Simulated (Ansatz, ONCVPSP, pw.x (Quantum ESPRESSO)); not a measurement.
# Pm: does the ONCV potential hold in the solid?

| Item | Value |
| --- | --- |
| Element | promethium (Pm) |
| Generator | ONCVPSP 4.0.1.1 (patched build) |
| Type | optimised norm-conserving Vanderbilt (ONCV) |
| Functional | LDA (Perdew-Wang 92) |
| Relativity | scalar-relativistic |
| Frozen core | [Kr] 4d10 |
| Valence charge | 15 |
| Reference configuration | 4f5 5s2 5p6 6s1.5 (charge +0.5) |
| Partial waves | 5s+6s: rc 2.60 bohr, ncon 3, nbas 7, qcut 4.4 1/bohr, 2 projectors; 5p: rc 2.50 bohr, ncon 4, nbas 7, qcut 4.6 1/bohr, 2 projectors, debl 2.8 Ha; d scattering state at 0.02 Ha: rc 2.15 bohr, ncon 4, nbas 9, qcut 4.7 1/bohr, 2 projectors, debl 0.5 Ha; 4f: rc 1.50 bohr, ncon 3, nbas 8, qcut 12.2 1/bohr, 3 projectors, debl 3.6 Ha |
| Local potential | polynomial inside 1.45 bohr (lpopt 2, dvloc0 0 Ha) |
| Core correction | none |

In the d channel the program set the typed energies aside and used 0.050, 0.550 Ha.

Crystal test: sc Pm in pw.x 7.5, no spin, 13³ k-points, Fermi–Dirac smearing 0.01 Ry, cutoffs 150/600 Ry. The reference is all-electron LAPW (Ansatz 0.2.0) with the same functional, mesh and smearing; V0 and B0 come from Birch–Murnaghan fits to the pressures at five volumes. Errors are pseudo minus all-electron; Δ is the rms difference of the E(V) curves that follow from these fits, minima aligned, over ±6 % about the mean V0. Mesh and smearing are coarse, so the numbers serve the comparison and aren't converged zero-temperature values; the lattice is a test structure that the element need not adopt. Spin polarisation and strong correlation are left out, which matters for this element.

All-electron: a0 = 2.518 Å (V0 = 15.97 Å³/atom), B0 = 171.4 GPa.

Problem. How far does the potential miss the all-electron equation of state?

Solution. mean pressure error (GPa): +1.42; a0 (Å): 2.526; a0 error (%): +0.32; B0 error (%): -16.2; Δ (meV/atom): 5.4. The largest radius (2.60 bohr) exceeds half the bond length (2.38 bohr), so the spheres overlap, which is one possible source of error among others. This is a poor potential for the solid. Atomic configuration tests: tests left out (the all-electron energies of this program are off by 10 to 40 meV for near-neutral 4f atoms).

```tsv
V (Å³/atom)	P all-electron (GPa)	P pseudo (GPa)
15.141	10.97	11.67
15.540	5.22	6.17
15.938	0.36	1.74
16.336	-3.61	-1.77
16.735	-6.78	-4.57
```

Problem. At the middle volume, how do free energy and pressure move when the wave cutoff is lowered (ecutrho kept at four times it)?

Solution.

```
cutoff (Ry)  shift of F (meV/atom)  shift of P (GPa)
         68               +20613.0           -607.98
         90                +3467.9           -208.46
        120                  +72.4             -9.99
```

The run at the middle volume (84 k-points, 14 iterations) took about 68 s on one core of a shared host (Neoverse-V2, 32 threads, 247 GiB, load 10).
